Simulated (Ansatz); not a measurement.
The input, for Ansatz 0.2.0:

```yaml
crystal:
  periodic: [false, false, false]
  atoms:
    - {symbol: Si, position_ang: [0.000000, 0.000000, 0.000000]}
    - {symbol: O, position_ang: [0.000000, 0.000000, 4.617000]}
basis:
  gaussian: {orbitals: def2-SVP, point_charges: [{charge: 1.00, position_ang: [3.186, 0.881, -0.558]}]}
total_charge: 1
magnetization: {spin_polarized: false, initial_magnetization: 3}
hamiltonian: {pseudopotentials: {relativity: none}}
correlation: {method: sc_nevpt2, electrons: outside_noble_gas, active_space: {window: {electrons: 3, orbitals: 5}}}
scf: {lower_state_search: off}
```

```sh
$ ansatz run in.yaml --threads 1 --pin off --events-out ev --progress --plain --max-ram 2393MiB
```

The program prints:

```
these checks for a lower state are left out or cut short: stability, starts, cluster_reference, orbital_swaps, neighbouring_geometries, increment
292 factors; integrals over basis functions are off by at most 3.0e-4 eV
mean field evaluation 1: about -9853.3489 eV, gradient 5.4e1 eV
mean field evaluation 2: about -9853.3978 eV, gradient 5.3e1 eV
mean field evaluation 4: about -9855.1063 eV, gradient 4.8e1 eV
mean field evaluation 8: about -9878.2274 eV, gradient 1.2e1 eV
mean field evaluation 16: about -9878.8970 eV, gradient 7.7e-1 eV
mean field evaluation 32: about -9878.9685 eV, gradient 3.7e-2 eV
mean field -9878.96863457 eV, -363.0454011150 hartree, gradient 8.8e-6 eV, S^2 3.750000; 0 other end points of the search recorded, 0 dependent functions left out
reference -9878.96863457 eV, -363.0454011150 hartree; 12, 9 occupied and 20, 23 virtual orbitals, 292 factors
state -9879.07984755 eV, -363.0494881165 hartree
state -9879.07984755 eV, -363.0494881165 hartree; corrected -9882.99607479 eV, -363.1934068134 hartree
Total energy: -9882.99607479 eV, -363.1934068134 hartree
Checks for a lower state left out: stability, starts, cluster_reference, orbital_swaps, neighbouring_geometries, increment
```

Ran on 1 thread of Intel Xeon 6975P-C, shared host: 0.51 s wall, 0.13 GiB peak host memory.
